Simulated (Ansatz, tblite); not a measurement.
Cost and result up the ladder for the cluster Li2S (3 atoms). Total charge 0; singlet. Geometry: PBE0-D4/def2-TZVP.

```xyz
3

Li   -0.685   -1.782   -0.298
Li    0.347    1.898   -0.090
S     0.338   -0.117    0.387
```

Ansatz on 4 threads of Arm Neoverse V1 on a shared host; xTB runs through tblite on one thread. Times are rough, summed over both states, and most runs start from the orbitals of an earlier one. B2PLYP/def2-TZVP serves as the yardstick here, not as an exact answer. Differences are given only for rows in sets of like size (and for xTB, whose basis is part of the method), since another set adds its own error. The other state is a quintet at its own geometry, which has other bonds, so the gap mixes isomer and spin.

The xTB rows come from tblite. B3LYP takes the VWN-RPA correlation. Correlated methods freeze 5 core orbitals; core or outer-core shells of Li are correlated, in sets that lack core-valence functions. In the quintet geometry the species has come apart into loosely held pieces. At PBE0-D4/def2-TZVP a singlet of charge 0 lies 5.97 eV below the quintet, each at its own geometry. The structure comes from a short search, and lower isomers may exist.

Correlated methods converge slowly with the basis.

xTB has no spin-polarisation term.

| level | functions | wall time | quintet − singlet (eV) | difference from B2PLYP/def2-TZVP (eV) |
| --- | --- | --- | --- | --- |
| GFN1-xTB | 17 | 0.004 s | 10.07 | 3.92 |
| GFN2-xTB | 17 | 0.004 s | 8.32 | 2.16 |
| HF/6-31G | 31 | 0.2 s | 3.78 | – |
| MP2/def2-TZVP | 65 | 0.35 s | 6.01 | -0.15 |
| LDA (SPW92)/def2-TZVP | 65 | 0.55 s | 6.89 | 0.73 |
| PBE-D4/def2-TZVP | 65 | 0.8 s | 6.07 | -0.09 |
| B3LYP-D4/6-31G | 31 | 0.9 s | 5.71 | – |
| RPA@PBE/def2-TZVP | 65 | 1.1 s | 5.36 | -0.80 |
| BHLYP-D4/def2-TZVP | 65 | 1.2 s | 5.87 | -0.28 |
| PBE0-D4/def2-TZVP | 65 | 1.4 s | 5.97 | -0.18 |
| B2PLYP/def2-TZVP (with forces) | 65 | 1.8 s | 6.16 | 0.00 |
| r2SCAN-D4/def2-TZVP | 65 | 2.8 s | 6.20 | 0.04 |
| r2SCANh-D4/def2-TZVP | 65 | 2.8 s | 6.15 | -0.01 |
| ωB97X-V/def2-TZVP | 65 | 4.8 s | 6.33 | 0.17 |
